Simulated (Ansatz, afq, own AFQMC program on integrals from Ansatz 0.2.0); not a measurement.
# Where AFQMC and coupled cluster stand for Ge2H4, singlet

```yaml
atoms:
  - { symbol: Ge, position_ang: [0.0000, 0.0116, 0.9788] }
  - { symbol: Ge, position_ang: [0.0000, -0.0310, -1.0277] }
  - { symbol: H, position_ang: [0.0000, 1.3819, 1.6829] }
  - { symbol: H, position_ang: [1.2331, -0.7721, 1.4828] }
  - { symbol: H, position_ang: [-1.2331, -0.7721, 1.4828] }
  - { symbol: H, position_ang: [0.0000, 1.5591, -1.1256] }
```

Connectivity, by distances: GeH3–GeH.

Basis 6-31G. Only valence electrons are correlated. AFQMC by an in-house program on the Cholesky factors that Ansatz 0.2.0 writes for its CCSD(T) run. ph-AFQMC/CISD is guided by a CISD state made of CCSD amplitudes; releasing the constraint for a short imaginary time cuts its bias at the price of noise, slowly where states lie close. ± is one standard error of the sampling. No spin–orbit coupling.

Determinant: RHF, the one that the program's search chose, which needn't be the lowest solution. The geometry is a point of a scan.

No full CI on the walks' own integrals is used here. The released AFQMC energy serves as the reference, which it does only where one determinant dominates, the energy is flat over the last release times and near the phaseless one (40 meV or 2 meV an electron, half that with transition metals). On small molecules, where full CI could be run and the noise was under 10 meV, such values lay within 10 meV of it in 19 cases of 20, a flattering rate, since the rule was set on those same cases; what remains of the bias isn't in the error bar.

Cautions: no relativity below Rb; no spin-orbit coupling; inner d shell frozen; higher spins were not checked; restricted determinant unstable towards unrestricted (UHF 86 meV lower, ⟨S²⟩ 0.41); the released value is read at 2.40 1/Eh (meV from the phaseless value at times in 1/Eh: 5 ± 6 at 0.24, 5 ± 6 at 0.51, 4 ± 4 at 0.99, 11 ± 5 at 1.62, 4 ± 6 at 2.40).

* T1 diagnostic: 0.0134
* weight of the determinant in the CISD state: 0.892
* size of the correlated space: 12 electrons in 38 orbitals

Reference: AFQMC with the constraint released, correlation energy -3.670 ± 0.006 eV.

```json
{"level": "HF", "E − E(reference) (kJ/mol)": "354.1 ± 0.6", "share of correlation (%)": "0.00"}
{"level": "MP2", "E − E(reference) (kJ/mol)": "98.1 ± 0.6", "share of correlation (%)": "72.29"}
{"level": "CCSD", "E − E(reference) (kJ/mol)": "7.7 ± 0.6", "share of correlation (%)": "97.83"}
{"level": "CCSD(T)", "E − E(reference) (kJ/mol)": "1.3 ± 0.6", "share of correlation (%)": "99.62"}
{"level": "ph-AFQMC/HF", "E − E(reference) (kJ/mol)": "-7.2 ± 4.1", "share of correlation (%)": "102.03"}
{"level": "ph-AFQMC/CISD", "E − E(reference) (kJ/mol)": "-0.4 ± 0.8", "share of correlation (%)": "100.11"}
```

A walk keeps the symmetry of its determinant, which the program's search chose and which needn't be the lowest solution, so a lower state of the same spin and another symmetry isn't excluded. Released energies are given only where the last usable release times agree within the noise; a slower fall can still hide under it.
